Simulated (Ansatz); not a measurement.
The input, for Ansatz 0.2.0:

```yaml
crystal:
  periodic: [false, false, false]
  atoms:
    - {symbol: Al, position_ang: [0.000000, 0.000000, -1.552838]}
    - {symbol: Al, position_ang: [0.000000, 0.000000, 1.737976]}
    - {symbol: H, position_ang: [0.000000, 1.833991, -2.477980]}
    - {symbol: H, position_ang: [0.000000, -1.833991, -2.477980]}
basis:
  gaussian: {orbitals: 6-31G}
magnetization: {spin_polarized: false, initial_magnetization: 2}
correlation: {method: sc_nevpt2, electrons: outside_noble_gas, active_space: {window: {electrons: 4, orbitals: 4}}}
```

```sh
$ ansatz run in.yaml --threads 1 --pin off --events-out ev --progress --plain --max-ram 2393MiB
```

Question: Roughly how long does this take on 1 thread of Arm Neoverse V1, shared host, and how much host memory?

Answer: 0.99 s wall and 0.07 GiB.

```
340 factors; integrals over basis functions are off by at most 1.9e-4 eV
mean field evaluation 1: about -13190.7376 eV, gradient 6.4e0 eV
mean field evaluation 2: about -13190.7393 eV, gradient 6.4e0 eV
mean field evaluation 4: about -13191.7267 eV, gradient 1.3e0 eV
mean field evaluation 8: about -13191.8663 eV, gradient 1.4e-1 eV
mean field evaluation 16: about -13191.4452 eV, gradient 2.9e0 eV
mean field evaluation 32: about -13191.8708 eV, gradient 1.3e-1 eV
mean field evaluation 64: about -13191.4478 eV, gradient 5.4e0 eV
mean field -13191.86717597 eV, -484.7921769480 hartree, gradient 2.3e-6 eV, S^2 2.000000; 9 other end points of the search recorded, 0 dependent functions left out
reference -13191.86717597 eV, -484.7921769480 hartree; 15, 13 occupied and 15, 17 virtual orbitals, 340 factors
state -13192.51495434 eV, -484.8159823643 hartree
state -13192.51495434 eV, -484.8159823643 hartree; corrected -13193.81412419 eV, -484.8637259754 hartree
Total energy: -13193.81412419 eV, -484.8637259754 hartree
```
